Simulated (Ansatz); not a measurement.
Geometry optimisation, Ansatz 0.2.0, RKS r2SCANh-D4/def2-SVP.

input.yaml

```yaml
crystal:
  periodic: [false, false, false]
  atoms:
    - { symbol: Si, position_ang: [-0.045557, -0.035687, -0.859701] }
    - { symbol: F, position_ang: [1.330279, -0.072996, 1.555287] }
    - { symbol: H, position_ang: [1.959355, 0.061363, 0.890941] }
    - { symbol: Cl, position_ang: [-1.267249, 1.643444, -0.613995] }
    - { symbol: H, position_ang: [-1.049228, -1.049424, -0.315932] }
basis:
  gaussian: { orbitals: def2-SVP }
hamiltonian:
  xc: r2scanh
  dispersion: d4
relax:
  f_tol: 0.03
  max_steps: 50
```

Run as:

```bash
$ ansatz run input.yaml --threads 2 --pin off --max-ram 3072MiB --backend cpu --events-out ev --progress --plain --runs-dir out
```

Question: Where does it end, and by what steps?

Answer: It converged. The force dipped under the threshold on the way, but the program's further checks kept it going. After 25 steps the energy has fallen by 0.251 eV; H3 moved furthest, 1.07 Å.

```
step  energy less start (eV)  largest force component (eV/Å)  accepted
   0                  0.0000                           0.250       yes
   1                 -0.0149                           1.843       yes
   2                 -0.0925                           0.434       yes
   3                 -0.1055                           0.177       yes
   4                 -0.1110                           0.317       yes
   5                 -0.1108                           0.731        no
   6                 -0.1158                           0.101       yes
   7                 -0.1174                           0.088       yes
   8                 -0.1179                           0.193       yes
   9                 -0.1182                           0.186       yes
  10                 -0.1205                           0.025       yes
  11                 -0.0292                           2.154        no
  12                 -0.1209                           0.032       yes
  13                 -0.1232                           0.139       yes
  14                 -0.1311                           0.069       yes
  15                 -0.0912                           2.219        no
  16                 -0.1383                           0.134       yes
  17                 -0.1506                           0.613       yes
  18                 -0.1564                           1.602       yes
  19                 -0.1486                           2.202        no
  20                 -0.2015                           0.716       yes
  21                 -0.2270                           0.127       yes
  22                 -0.2440                           0.527       yes
  23                 -0.2491                           0.197       yes
  24                 -0.2505                           0.032       yes
  25                 -0.2506                           0.023       yes
```

```xyz
5
Properties=species:S:1:pos:R:3
Si -0.014 -0.335 -0.959
F 1.359 -0.283 0.770
H 1.029 0.563 1.032
Cl -0.471 1.644 -0.178
H -0.975 -1.042 -0.007
```

Whether the end is a true minimum wasn't checked by a vibrational analysis.

Run time: 13 s on 2 threads of AMD EPYC 9R45 96-Core Processor (Zen 5) (shared host), peak memory 0.16 GiB.
